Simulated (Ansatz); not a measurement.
Reaction: BH3S (SMILES BS) → BH2 (SMILES [BH2], doublet) + HS (SMILES [SH], doublet) (the B-S bond breaks)
Each species at its own B3LYP-D3(BJ)/def2-TZVP minimum (Ansatz, an electronic-structure program).

Wanted: bond dissociation energy (electronic), in kcal/mol. Open shells are spin-unrestricted; no spin-orbit coupling. CBS(X,Y): correlation extrapolated as X^-3, Hartree-Fock from the larger set (Q,5: extrapolated as (X+1)exp(-9√X)). A bracket is a step between two methods taken in the basis named. The functionals are non-relativistic, so their misses hold any scalar relativity. 'core' is core correlation in cc-pwCVTZ (1s frozen past Ne), 'X2C' scalar relativity in cc-pVTZ-DK, both at CCSD(T).

CCSD(T)/CBS(cc-pV(Q+d)Z,cc-pV(5+d)Z) + [CCSDT(Q) - CCSD(T)]/cc-pV(T+d)Z + [CCSDTQ - CCSDT(Q)]/cc-pV(D+d)Z + core + X2C (Ansatz) gives 118.8 kcal/mol.

Q: How far off this value is PBE/def2-TZVPD (Ansatz), in which direction, and which of these levels come nearer: B3LYP/def2-TZVPD, PBE0/def2-TZVPD, wB97M-V/def2-TZVPD, CCSD(T)/CBS(cc-pV(Q+d)Z,cc-pV(5+d)Z) + core + X2C?

A: PBE gives 119.4 kcal/mol, 0.6 kcal/mol above it. Differences of the others: B3LYP/def2-TZVPD (Ansatz) -5.5; PBE0/def2-TZVPD (Ansatz) -1.8; wB97M-V/def2-TZVPD (Ansatz) 0.9; CCSD(T)/CBS(cc-pV(Q+d)Z,cc-pV(5+d)Z) + core + X2C (Ansatz) -0.1 kcal/mol. Nearer than PBE: CCSD(T)/CBS(cc-pV(Q+d)Z,cc-pV(5+d)Z) + core + X2C.
